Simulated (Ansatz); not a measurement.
Species: C₂H₄Cl, charge -1, multiplicity 1. It need not be the lowest isomer of its formula. Whether it binds its extra electron was not tested at this geometry. 
Structure (B3LYP-D3(BJ)/def2-TZVP (Ansatz, an electronic-structure program) minimum search):
SMILES: C[CH-]Cl
```xyz
7

C     -0.0118     0.9914     0.1631
C      1.4802     0.7109     0.0552
Cl    -0.8332    -0.8007    -0.0369
H     -0.3229     1.3867    -0.8194
H      1.9848     1.6889     0.0057
H      1.8623     0.2027     0.9492
H      1.8301     0.1192    -0.8174
```
Charge -1, spin multiplicity 1.

Basis-set convergence of Hartree-Fock and CCSD(T) correlation energies (hartree) with Ansatz. Correlated levels leave the core frozen unless marked. Spin-orbit coupling is left out. No relativistic terms.

```json
[
 {"basis": "aug-cc-pV(D+d)Z", "functions": "114", "E(HF)": "-537.51326", "E(corr, CCSD(T))": "-0.52310", "rough core time": "under 20 s"},
 {"basis": "aug-cc-pV(T+d)Z", "functions": "239", "E(HF)": "?", "E(corr, CCSD(T))": "?", "rough core time": "4 min"}
]
```

Problem. Complete the blanks.

Solution. 
- aug-cc-pV(T+d)Z, E(HF): -537.54377
- aug-cc-pV(T+d)Z, E(corr, CCSD(T)): -0.63128
